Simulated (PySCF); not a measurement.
**`CC#CC#P`, C4H3P**

Geometry:
```
atom   x (Å)   y (Å)   z (Å)
  C1  -1.704   0.193   0.124
  C2  -0.280  -0.041   0.034
  C3   0.925  -0.239  -0.041
  C4   2.267  -0.461  -0.123
  P5   3.801  -0.716  -0.216
  H6  -1.922   1.269   0.224
  H7  -2.223  -0.176  -0.776
  H8  -2.135  -0.322   0.998
```

Computed with PySCF 2.14.0, TDDFT PBE0/def2-SVPD excited states, vertical, gas phase. Geometry: PBE0-D3(BJ)/def2-SVP.

Singlets 2 and 3, 5 and 6 lie within 0.01 eV of each other, so their separate moments and overlaps can depend on how they mix.

(1) Give the one- and two-photon strengths of the lowest singlets.

## Answers

(1) δ for parallel linear polarisation; σ at the peak of a Lorentzian of half width 0.1 eV, single beam; Ω is circular over linear.
| state | E (eV) | f | photon λ (nm) | δ (au) | σ (GM) | Ω | main |
| --- | --- | --- | --- | --- | --- | --- | --- |
| S1 | 3.37 | 0.000 | 736 | <0.1 | 0.00 | – | HOMO→LUMO 0.50, HOMO−1→LUMO+1 0.50 |
| S2 | 3.63 | 0.000 | 683 | 0.12 | 0.00 | 1.50 | HOMO→LUMO+1 0.47, HOMO−1→LUMO 0.47 |
| S3 | 3.63 | 0.000 | 683 | 0.12 | 0.00 | 1.50 | HOMO−1→LUMO+1 0.47, HOMO→LUMO 0.47 |
| S4 | 6.00 | 0.000 | 413 | <0.1 | 0.00 | – | HOMO−2→LUMO 0.47, HOMO−3→LUMO+1 0.47 |
| S5 | 6.24 | 0.000 | 397 | 0.54 | 0.01 | 1.50 | HOMO−2→LUMO+1 0.42, HOMO−3→LUMO 0.42 |

Among these, the strongest one-photon state is S5, the strongest two-photon state S5, with a dipole change of 2.0 D (relaxed, norm of the difference vector).
